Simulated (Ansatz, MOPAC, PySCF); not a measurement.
System: ethane, C2H6, net charge 0, singlet state. SMILES: CC
Geometry: optimised at B3LYP-D3(BJ)/def2-TZVP (Ansatz, a first-principles code).

Quantity: enthalpy of formation at 298 K, in kcal/mol. Set-up: UHF or UKS for open shells; frozen cores in correlated levels; spin-orbit terms left out; LANL2DZ all-electron up to Ne; 6-311+G** with 5d; 6-31G* and kin with 6d, 5d where marked; dispersion terms only where a functional's name holds one; non-relativistic. CBS marks a two-point X^-3 extrapolation of the correlation energy; Hartree-Fock from the larger set. The bracket is a focal-point correction in the basis named. First-principles rows: single points at B3LYP-D3(BJ) geometries (Ansatz), with unscaled harmonic terms from B3LYP/6-31G* (Ansatz) at its own minima, enthalpies of formation by atomisation with measured atoms. Semi-empirical rows: MOPAC heats of formation at their own minima for 298 K.

Measured values: Active Thermochemical Tables 1.112 (ions: stationary electron), as tabulated in the package chemicals; they hold spin-orbit and core effects, anharmonicity. 

Value to compare with, the measured value: -20.0 kcal/mol.

```csv
level,program,enthalpy of formation at 298 K (kcal/mol),error
PM3,MOPAC,-18.2,1.8
PM6,MOPAC,-15.8,4.2
HF/STO-3G,Ansatz,-3.1,16.9
HF/LANL2DZ,Ansatz,160.5,180.5
HF/6-31G*,Ansatz,142.5,162.5
PBE/6-31G*,Ansatz,-27.1,-7.1
B3LYP/STO-3G,Ansatz,-169.7,-149.7
B3LYP/3-21G,Ansatz,-16.7,3.3
B3LYP/LANL2DZ,Ansatz,-8.6,11.4
B3LYP/6-31G,Ansatz,-11.9,8.1
B3LYP/6-31G*,Ansatz,-19.8,0.2
B3LYP/cc-pVDZ,Ansatz,-8.0,12.0
B3LYP/6-311+G**,Ansatz,-15.3,4.7
M06-2X/6-311+G**,PySCF,-14.3,5.7
wB97X-V/def2-TZVPD,Ansatz,-17.9,2.1
B2PLYP-D3(BJ)/def2-TZVPD,Ansatz + dftd3,-12.1,7.9
"RI-MP2/CBS(def2-TZVPPD,def2-QZVPPD)+[CCSD(T)-MP2]/def2-TZVPPD",Ansatz,-19.0,1.0
```

Among the 14 habitual levels, HF/LANL2DZ lies farthest from the measured value (180.5 kcal/mol) and B3LYP/6-31G* nearest (0.2); 12 of 14 lie above it, and their mean absolute error is 40.6 kcal/mol, the median 7.6. One case shows no general order.

The levels are drawn from those run, B3LYP/6-31G* more often than the rest, none by its result; left out are runs that failed, that the program found above a lower state of the same kind, or whose <S^2> lies over 0.5 above the pure value.
